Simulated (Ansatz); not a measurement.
System: anatase TiO2 (metastable phase). Method: revPBE (plane waves, PAW; Ansatz, a quantum-chemistry and plane-wave program).

Numerical settings: plane-wave cutoff 520 eV, 12×12×12 k mesh, Fermi–Dirac smearing 0.01 eV, no spin polarisation, scalar-relativistic PAW data made under PBE.

Shape and atoms are relaxed at each volume.

Pressure at four volumes; x = ln(V/11.870 Å³). One pressure is withheld.

| V (Å³/atom) | x | P (GPa) |
|---|---|---|
| 11.395 | -0.0408 | 7.18 |
| 11.870 | 0.0000 | -0.01 |
| 12.108 | 0.0199 | -3.22 |
| 12.345 | 0.0392 | ? |

Pass a parabola P(x) through the three rows shown, estimate the bulk modulus and its pressure derivative near zero pressure, and predict the withheld pressure.

Slopes between the rows: (-0.01 − (7.18))/(0.0000 − (-0.0408)) = -176.23 and (-3.22 − (-0.01))/(0.0199 − (0.0000)) = -161.31 GPa. Their difference over the span 0.0607 is c = 14.92/0.0607 = 245.8 GPa, so P(x) = 7.18 + (-176.23)(x − (-0.0408)) + 245.8 (x − (-0.0408))(x − (0.0000)). At the middle row B = −dP/dx = −[-176.23 + 245.8 × 0.0408] = 166.2 GPa, and B′ = dB/dP = 2c/B = 3.0. At x = 0.0392 the parabola gives -6.15 GPa; the run gives -6.18 GPa. The Birch–Murnaghan fit to the energies at all volumes has B0 = 167 GPa and B′ = 2.7.
